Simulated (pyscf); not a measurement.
**Routes from HO–SiH₃ (SMILES O[SiH3]) + HF (SMILES F)**

Candidate steps break at most two bonds and form at most two. Each was searched with GFN2-xTB (tblite) first. Structures and frequencies: ωB97X-D3(BJ)/def2-SVP in PySCF. MP2 and CC: frozen core, UHF for open shells. ΔMP2 is the change of the MP2 total energy from the triple- to the quadruple-zeta basis. Energies: CCSD(T)/def2-TZVPP + ΔMP2(QZVPP), eV, from the separated reactants, singlet surface; ΔG‡ with ideal gas, 1 atm, RRHO with modes under 100 cm⁻¹ raised to 100, one conformer, R ln 2 for chiral ones without a mode under 150 cm⁻¹.

```csv
products,type,ΔE‡,ΔE,ΔG‡ 298 K,ΔG‡ 900 K,ν‡ (cm⁻¹)
F–SiH₃ + H₂O,four-centre exchange,0.80,-0.45,1.23,2.16,669i
HO–SiH₃ + HF,four-centre exchange,1.57,0.00,1.89,2.74,2105i
```

Row 1: On the reactant side the descent ends in a complex, 0.33 eV under the separated species and 0.99 eV under the saddle at ωB97X-D3(BJ)/def2-TZVP. Row 2: On the reactant side the descent ends in a complex, 0.33 eV under the separated species and 1.76 eV under the saddle at ωB97X-D3(BJ)/def2-TZVP. On the product side the descent ends in a complex, 0.33 eV under the separated species and 1.76 eV under the saddle at ωB97X-D3(BJ)/def2-TZVP. 

Plain bond fissions and candidates not yet searched are not listed, and one of them may be faster. Each barrier is that of the saddle found; lower ones may exist. The CCSD(T) − MP2 part came from Ansatz, without density fitting, on the same reference.
